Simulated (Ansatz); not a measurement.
`[F][Mg][SH]` + H₂S → `[SH][Mg][SH]` + H–F at 500 K and 1 bar (ligand exchange at a Mg–F bond).

Program: Ansatz. Geometries: PBE0-D4/def2-TZVP. ΔE: electronic, gas phase. CCSD(T)/CBS adds triple-zeta CCSD(T) − MP2 to the extrapolated MP2 energy (def2 sets, frozen cores). This one scheme is used for every species. For Mg outer-core shells are correlated without core-valence functions, which leaves a few kJ/mol of doubt a bond. Each species was taken in one conformer, which may not be the lowest.

```
       species  CCSD(T)/CBS energy (Eh)  H − E (kJ/mol)  S (J/(mol·K))
 `[F][Mg][SH]`               -698.17668            56.5          325.4
           H₂S               -398.97279            57.0          224.0
`[SH][Mg][SH]`               -996.73763            80.8          361.4
           H–F               -100.39570            39.4          188.7
```

H − E and S are ideal-gas, rigid-rotor, harmonic terms from PBE0-D4/def2-TZVP, for one conformer and one mirror image of each species. 1 Eh = 2625.50 kJ/mol, R = 8.31446 J/(mol·K).

By hand: ΔE, ΔH, ΔS and ΔG.

ΔE = (-996.73763) + (-100.39570) − (-698.17668) − (-398.97279) = 0.01614 Eh = 42.4 kJ/mol. Δ(H − E) = 80.8 + 39.4 − 56.5 − 57.0 = 6.7, so ΔH = 49.1 kJ/mol. ΔS = 361.4 + 188.7 − 325.4 − 224.0 = 0.7 J/(mol·K). ΔG = 49.1 − 500 × (0.7)/1000 = 48.8 kJ/mol.

By hand: the equilibrium constant, and the temperature at which ΔG would vanish if ΔH and ΔS stayed fixed.

log₁₀ K = −ΔG/(RT ln 10) = -5.1. ΔG = 0 at ΔH/ΔS = 70143 K, far beyond where these terms or the molecules hold.

The number of gas molecules stays the same, so ΔS is small and ΔH decides. A doubt of 5 kJ/mol in ΔE shifts log₁₀ K by 0.5 here. Other conformers and mirror images would add mixing entropy, several J/(mol·K) or more a flexible species. These are equilibria of isolated gas molecules and say nothing of rates. Largest T1 diagnostic: 0.011 (customary marks: 0.02 for closed shells, 0.045 for open ones).
